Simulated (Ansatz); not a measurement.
C3H8S (SMILES CCSC): from total energies to a heat of formation

C3H8S has 12 atoms, charge 0, and is taken as a singlet. As SMILES, `CCSC`. Geometry: relaxed at PBE0-D4/def2-TZVP. This is one conformer, not always the lowest.

```xyz
12

C    -0.7165    1.3381    0.1946
C    -0.4363    0.0904    1.0084
S     1.1914   -0.6415    0.7387
C     1.0093   -1.2466   -0.9429
H    -0.7115    1.1275   -0.8769
H    -1.7005    1.7457    0.4442
H     0.0345    2.1056    0.3902
H    -1.1959   -0.6770    0.8315
H    -0.4569    0.3163    2.0776
H     0.1693   -1.9401   -1.0203
H     0.8860   -0.4349   -1.6609
H     1.9271   -1.7837   -1.1843
```

Total energies at CCSD/6-31G* (spherical functions), 8 core orbitals frozen (Ansatz 0.2.0); the atoms run unrestricted:

| species | state | energy (Eh) |
| --- | --- | --- |
| C3H8S | singlet | -516.336478 |
| C | triplet | -37.750356 |
| S | triplet | -397.568562 |
| H | doublet | -0.498233 |

Harmonic wavenumbers at B3LYP/6-31G*, in cm⁻¹: 91, 165, 212, 279, 350, 646, 720, 770, 973, 986, 991, 1076, 1100, 1297, 1323, 1389, 1438, 1495, 1501, 1514, 1524, 1531, 3047, 3056, 3058, 3102, 3113, 3134, 3137, 3152.

Measured heats of formation of the gaseous atoms at 298.15 K, in kJ/mol: C 716.9, S 277.0, H 218.0. Spin-orbit lowering of the atoms at 298 K (mean of the ground term's levels less their thermal mean, from spectra), in kJ/mol: C 0.02, S 1.88. Take 1 Eh = 2625.50 kJ/mol, 1 cm⁻¹ = 0.0119627 kJ/mol, RT = 2.479 kJ/mol.

What heat of formation follows?


1. Electronic atomisation energy: 3 × (-37.750356) + (-397.568562) + 8 × (-0.498233) − (-516.336478) = 1.530984 Eh = 4019.6 kJ/mol.
2. Zero-point energy: half the sum of the wavenumbers, 23085 cm⁻¹ = 276.2 kJ/mol.
3. Thermal vibrational enthalpy, Σ hcν̃/(exp(hcν̃/kT) − 1): 8.6 kJ/mol. Translation, rotation and pV of a non-linear molecule: 4 RT = 9.9 kJ/mol.
4. The 12 free atoms carry 5/2 RT each: 74.4 kJ/mol.
5. Spin-orbit coupling lowers the free atoms by 3 × 0.02 + 1.88 = 1.9 kJ/mol.
6. Atomisation enthalpy at 298 K: 4019.6 − 1.9 − 276.2 − 8.6 − 9.9 + 74.4 = 3797.4 kJ/mol.
7. Sum of the atoms' heats of formation: 4171.7 kJ/mol. Heat of formation: 4171.7 − 3797.4 = +374.3 kJ/mol.

The tabulated value is -59.6 kJ/mol (CRC Handbook of Chemistry and Physics), so this level is off by +433.9 kJ/mol, or 10.3 % of the atomisation enthalpy that the table implies (4231.2 kJ/mol). Coupled cluster needs large bases for atomisation: in a finite one the molecule is underbound. CCSD also lacks the triples, which bind further. A double-zeta basis underbinds. Anharmonicity and any spin-orbit splitting of the molecule are left out, and cores are frozen in the wave-function part.
